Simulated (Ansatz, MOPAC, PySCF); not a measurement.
**Diamond-structure Si, bulk modulus**

Reference value: 101 GPa (measured, 0 K value with zero-point phonon effects removed; as tabulated in Sun et al. (2011), doi:10.1103/physrevb.84.035117).

| level (code) | value (GPa) | cell (Å³/atom) | error (%) |
|---|---|---|---|
| AM1 semi-empirical Hartree-Fock (MOPAC) | 118 | 19.79 | +16.8 |
| LDA (Ansatz) | 96.4 | 19.70 | -4.6 |
| PBE (Ansatz) | 88.7 | 20.46 | -12.2 |
| r²SCAN-D4 (Ansatz) | 98.2 | 20.00 | -2.8 |
| r²SCAN+rVV10 (Ansatz) | 98.5 | 20.07 | -2.5 |
| HSE06 (Ansatz) | 98.3 | 20.12 | -2.7 |
| PBE0 (Ansatz) | 99.4 | 20.08 | -1.6 |
| r²SCANh (Ansatz) | 99.6 | 20.09 | -1.4 |
| Hartree–Fock (Ansatz) | 104 | 20.86 | +3.0 |
| MP2 (PySCF) | 104 ± 3 | 19.57 | +3.0 |
| CCSD (PySCF) | 98.8 ± 3 | 19.85 | -2.2 |

Once the reference is moved by up to 1.7 % (a margin picked here for doubts on the reference and the settings) and values within 1.7 % count as equal, the nearest can be r²SCANh (-1.4 %), PBE0 (-1.6 %), CCSD (-2.2 %), r²SCAN+rVV10 (-2.5 %), HSE06 (-2.7 %), r²SCAN-D4 (-2.8 %), Hartree–Fock (+3.0 %) or MP2 (+3.0 %). By the same margin the farthest can be AM1 semi-empirical Hartree-Fock (MOPAC) (+16.8 %) or PBE (-12.2 %). Within 15 %: LDA, PBE, r²SCAN-D4, r²SCAN+rVV10, HSE06, PBE0, r²SCANh, Hartree–Fock, MP2, CCSD.

A ± on a computed value is a rough bar: the spread of its extrapolation, a floor set from checks against published values, or a statistical error. AM1 semi-empirical Hartree-Fock (MOPAC): the method was fitted mainly to molecules. AM1 semi-empirical Hartree-Fock (MOPAC): the run uses a supercell at the zone centre in place of a k mesh. Each level is taken at its own relaxed cell. Cutoffs and k meshes differ between the levels. Ansatz's density-functional and Hartree–Fock values are scalar-relativistic unless marked +SOC, with PAW data made under PBE.

Differences are worked out from the printed values.

Ansatz is a quantum-chemistry and plane-wave program.
